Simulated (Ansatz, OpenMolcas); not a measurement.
From OpenMolcas to Ansatz

OpenMolcas 26.06 runs this on [SiH3]+ (SMILES [SiH3+]):

coord.xyz:
```
4

Si     0.000000     0.000000     0.000000
H      0.686900     0.675400     1.113000
H     -0.118400    -1.467200    -0.009900
H     -0.568500     0.791700    -1.103100
```

run.inp:
```
* H3Si Kohn-Sham DFT

&GATEWAY
  BasLib
  $CurrDir
  Coord
  coord.xyz
  Basis
  aug-cc-pVTZ
  Group
  NoSym

&SEWARD
  GridInput
  Grid=UltraFine
  End of Grid

&SCF
  Charge
  1
  KSDFT
  B3LYP
  Thresholds
  1e-10 1e-07 1e-07 1e-05
  PrOrbitals
  1 2

&ALASKA
```

```bash
$ export MOLCAS_MEM=1860
$ pymolcas run.inp > run.log
```

(Basis files named in the input come from the Basis Set Exchange and aren't shown.)

Geometry: relaxed at PBE0-D4/def2-TZVP.

It gives a total energy of -290.965753 Eh.

**Question.** How is this level of theory, on these atoms, set up in Ansatz 0.2.0 as an input file of the program's own, asking for the energy?

**Answer.** For example:

input.yaml:
```yaml
crystal:
  periodic: [false, false, false]
  atoms:
    - {symbol: Si, position_ang: [-0.000000, -0.000000, 0.000000]}
    - {symbol: H, position_ang: [0.686900, 0.675400, 1.113000]}
    - {symbol: H, position_ang: [-0.118400, -1.467200, -0.009900]}
    - {symbol: H, position_ang: [-0.568500, 0.791700, -1.103100]}
basis:
  gaussian:
    orbitals: aug-cc-pVTZ
total_charge: 1
hamiltonian:
  xc: {name: B3LYP}
accuracy: high
output: {orbitals: {seedname: orbitals}}
```

```bash
$ ansatz run input.yaml --threads 1 --pin off --max-ram 3480MiB --events-out events.jsonl --progress --plain --runs-dir runs
```

Its energy is -290.965753 Eh, the same as the first but for the last digit, at most.
